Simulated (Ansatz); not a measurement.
Compare A (`CCC1=CS1`) with its isomer B (`C=C=C(C)S`).

Calculated with Ansatz (gas phase, PBE0-D4/def2-TZVP geometries, no zero-point term in ΔE). CBS: MP2 limit from def2 TZ/QZ plus the TZ coupled-cluster correction, frozen cores. Functionals use def2-TZVPP. B3LYP here is the variant with VWN-RPA as its local correlation; programs differ in this. One conformer a species, not always the lowest.

(1) Which isomer does CCSD(T)/CBS put lower? Give the gap. (Estimate.)

(2) Give E(B) − E(A) in kcal/mol with PBE-D4, ωB97M-V, CCSD(T)/def2-TZVPP, r2SCAN-D4, B2PLYP, B3LYP-D4, PBE0-D4. (An estimate is asked.)

Largest T1 diagnostic: 0.012.

Results:

(1) Ansatz gave: B, by 14.9 kcal/mol.

(2) Computed: PBE-D4 -16.4, ωB97M-V -15.5, CCSD(T)/def2-TZVPP -15.8, r2SCAN-D4 -17.5, B2PLYP -16.8, B3LYP-D4 -19.0, PBE0-D4 -15.3. None reverses the order clearly.

In def2-TZVPP, CCSD(T) changes the Hartree–Fock value by +3.2 kcal/mol (the triples alone add +0.4 kcal/mol) and MP2 by +6.3 kcal/mol. From PBE to PBE0 (25 % exact exchange), in def2-TZVPP and without D4, E(B) − E(A) moves by +1.2 kcal/mol.
